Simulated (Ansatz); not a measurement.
Energy needed to pull apart CH4OSi (SMILES C=[SiH]O), closed shell, into free ground-state atoms, from the structure below (displaced at random from its PBE0-D4/def2-TZVP minimum); no zero-point or spin–orbit terms; open-shell atoms are treated unrestricted, in their ground-state multiplicity.

```tsv
atom	x (Å)	y (Å)	z (Å)
C1	-1.2218	0.2398	-0.4927
Si2	0.2952	0.1783	0.2343
O3	1.3258	-1.1310	0.0511
H4	-1.6989	-0.5352	-1.1455
H5	-1.7867	1.1552	-0.3549
H6	0.8301	1.1429	1.1539
H7	2.1414	-1.1229	0.5262
```

Computed with Ansatz 0.2.0 (basis: def2-TZVPP); correlated methods freeze the cores.

| method | atomization energy (kJ/mol) |
| --- | --- |
| PBE-D4 | 2531 |
| r2SCAN-D4 | 2501 |
| PBE0-D4 | 2476 |
| wB97M-V | ? |
| HF | 1775 |
| MP2 | ? |
| CCSD | 2390 |
| CCSD(T) | 2430 |

Q: What does MP2 give? (To be estimated.)

A: The calculation gives: 2471 kJ/mol, which is about 42 kJ/mol more than CCSD(T)/def2-TZVPP.

Q: What does wB97M-V give? (An estimate is asked for; the value comes from the calculation.)

A: By the calculation: 2502 kJ/mol, which is about 73 kJ/mol more than CCSD(T)/def2-TZVPP.

In triple zeta the MP2 and coupled-cluster atomization energies are still short of their basis limit by a few kcal/mol a bond, whereas those of the functionals are nearly converged, so these differences are not deviations from converged CCSD(T).

The T1 diagnostic stays at or below 0.014.

For scale, one of the runs: CCSD(T)/def2-TZVPP forces, 160 basis functions (an equivalent command: `ansatz run in.yaml --threads 2`). The run took 110 s on 2 CPU threads (shared host), with 2 GiB of host memory at its peak.
